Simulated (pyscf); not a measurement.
## Substitution at N: Cl–Si•(Cl)–Cl (SMILES Cl[Si](Cl)Cl) + NH₃ (SMILES N) -> H₂N–Si(Cl)(Cl)–Cl (SMILES N[Si](Cl)(Cl)Cl) + H• (SMILES [H])

Gas phase, doublet surface, charge 0. Bonds broken: N5–H7. Bonds formed: Si2–N5. Single points on ωB97X-D3(BJ)/def2-SVP structures (PySCF, gas phase).

Transition state (Å):

```xyz
8

Cl     1.4843    -0.4647    -1.1752
Si     0.1325     0.5074     0.0191
Cl     1.1719     2.0604     0.9365
Cl    -1.2984     1.3852    -1.1558
N     -0.8051    -0.9104     0.7230
H     -1.5508    -0.5586     1.3323
H     -1.4924    -1.9391     0.1402
H     -0.1867    -1.4652     1.3236
```

One imaginary mode, 1757i cm⁻¹; descent along it reached the two sides named, in the forms told below.

| bond | change | reactant side (Å) | saddle | product side |
|---|---|---|---|---|
| N5–H7 | breaks | 1.021 | 1.368 | 3.5 |
| Si2–N5 | forms | 2.393 | 1.840 | 1.694 |

Electronic energies relative to the separated reactants (kcal/mol):

```
level                   barrier  reaction energy  reverse barrier
----------------------  -------  ---------------  ---------------
ωB97X-D3(BJ)/def2-TZVP     21.2             -0.8             21.9
PBE/def2-TZVP              14.2             +6.4              7.8
r²SCAN/def2-TZVP           14.5             +4.0             10.5
B3LYP-D3(BJ)/def2-TZVP     17.2             +4.9             12.3
PBE0-D3(BJ)/def2-TZVP      16.0             +2.0             13.9
M06-2X/def2-TZVP           20.2             +0.7             19.5
ωB97M-D3(BJ)/def2-TZVP     19.1             -0.3             19.5
HF/def2-TZVP               36.9             -2.6             39.5
```

With ωB97M-D3(BJ)/def2-TZVP energies and thermal terms (ideal gas, 1 atm, RRHO with modes under 100 cm⁻¹ raised to 100, one conformer, R ln 2 for rigid chiral ones), in kcal/mol:

```tsv
T (K)	ΔH‡	ΔG‡	ΔH	ΔG
298	15.7	26.1	-4.9	-2.3
600	16.4	36.3	-3.2	-0.3
900	17.4	46.1	-1.6	+0.8
1200	18.5	55.5	0.0	+1.4
```

On the reactant side the descent ends in a bound adduct, 10.6 kcal/mol under the separated species and 31.8 kcal/mol under the saddle at ωB97X-D3(BJ)/def2-TZVP. One saddle was located; it need not be the lowest between these sides. The angle at the attacked N is 132°.
